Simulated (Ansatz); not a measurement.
# C2H7NS, SMILES CNCS: a ladder of methods at one geometry

Computed with Ansatz's Python interface.

`c2h7ns.xyz`
```text
11

C    -0.54310    1.41830    0.10170
N    -0.48040    0.10880    0.61140
C     0.47520   -0.65680   -0.13860
S     0.50890   -2.37020    0.41160
H    -1.32800    2.01240    0.65780
H    -0.92100    1.48090   -0.95570
H     0.38690    2.00150    0.16950
H    -1.33380   -0.35140    0.53590
H     1.52120   -0.25970    0.10020
H     0.31550   -0.63520   -1.17850
H     1.46410   -2.80570   -0.29460
```

`c2h7ns_methods.py`
```python
"""One geometry of C2H7NS, method by method."""

import logging
import sys

import ansatz as az

logging.basicConfig(stream=sys.stdout, format="[%(levelname)s] %(message)s")
logger = logging.getLogger("calc")
logger.setLevel(logging.INFO)

geometry = az.Crystal.molecule_from_extxyz("c2h7ns.xyz")

calculation = geometry.calculation().basis(gaussian="cc-pVDZ")

methods = ["mp2", "ccsd", "ccsd_t"]
reports = [calculation.correlation(m).run().report for m in methods]
logger.info(f"Hartree-Fock reference {reports[0]['reference_energy_ev'] / 27.211386246:.6f} Ha")
best = reports[-1]["free_energy_ev"] - reports[-1]["reference_energy_ev"]
for method, each in zip(methods, reports):
    gained = each["free_energy_ev"] - each["reference_energy_ev"]
    logger.info(f"{method:8s} total {each['free_energy_ev'] / 27.211386246:.6f} Ha  correlation {gained:9.4f} eV  ({100 * gained / best:.1f} % of the last)")
```

Running `python c2h7ns_methods.py` prints:
```text
[INFO] Hartree-Fock reference -531.764204 Ha
[INFO] mp2      total -532.357687 Ha  correlation  -16.1495 eV  (89.2 % of the last)
[INFO] ccsd     total -532.411706 Ha  correlation  -17.6194 eV  (97.3 % of the last)
[INFO] ccsd_t   total -532.429754 Ha  correlation  -18.1105 eV  (100.0 % of the last)
```

Total energies depend on the basis set; only differences at equal settings carry meaning. The geometry is a force-field or estimated start, not a minimum of this method, and the basis set is short of its limit. A lower total doesn't mark the better method: functionals have no common bound, and MP2 and coupled cluster aren't variational. Inner cores stay frozen, so this is valence correlation. For Al to Cl the sets with a tight d function, cc-pV(X+d)Z, are usual. Hardware and time: 14 s on 1 thread of Arm Neoverse V2, on a shared host, peak memory 0.42 GiB.

(Lines on the test bed's own set-up are left out of the output.)
